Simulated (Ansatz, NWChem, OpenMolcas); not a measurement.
How methods differ on BOF (fluoro(oxo)borane)

The species is BOF (3 atoms), meant as a singlet with charge 0. As SMILES, `O=BF`. Geometry: relaxed at PBE0-D4/def2-TZVP.

```xyz
3

O     0.9831   -0.5651    0.4799
B     0.0203   -0.0116    0.0099
F    -1.0034    0.5768   -0.4898
```

Each level gives the vertical energy of the triplet above the singlet (eV). The values are calculated.

```json
{"level": "BLYP/cc-pVTZ", "kind": "GGA", "program": "OpenMolcas", "value (eV)": "7.74", "CPU time (all runs)": "55 s"}
{"level": "r2SCAN/cc-pVTZ", "kind": "meta-GGA", "program": "OpenMolcas", "value (eV)": "7.73", "CPU time (all runs)": "75 s"}
{"level": "BHLYP/cc-pVTZ", "kind": "global hybrid", "program": "NWChem", "value (eV)": "7.67", "CPU time (all runs)": "29 s"}
{"level": "CAM-B3LYP/cc-pVTZ", "kind": "range-separated hybrid", "program": "NWChem", "value (eV)": "7.84", "CPU time (all runs)": "96 s"}
{"level": "PBE-QIDH/cc-pVTZ", "kind": "double hybrid", "program": "Ansatz", "value (eV)": "7.98", "CPU time (all runs)": "26 s"}
{"level": "RPA@PBE/cc-pVTZ", "kind": "RPA", "program": "Ansatz", "value (eV)": "7.62", "CPU time (all runs)": "3.1 min"}
{"level": "MP2/cc-pVTZ", "kind": "perturbation theory", "program": "Ansatz", "value (eV)": "8.54", "CPU time (all runs)": "84 s"}
{"level": "BCCD(T)/cc-pVTZ", "kind": "coupled cluster or CI", "program": "Ansatz", "value (eV)": "8.04", "CPU time (all runs)": "2.3 min"}
{"level": "FCI/STO-3G", "kind": "exact in the basis", "program": "Ansatz", "value (eV)": "8.24", "CPU time (all runs)": "3 s"}
```

The values span 7.62 to 8.54 eV. High-level rows in very small sets aren't better than simpler rows in larger ones. Times are those of the runs behind each value, whatever else they computed, on shared processors of several kinds: orders of magnitude only.
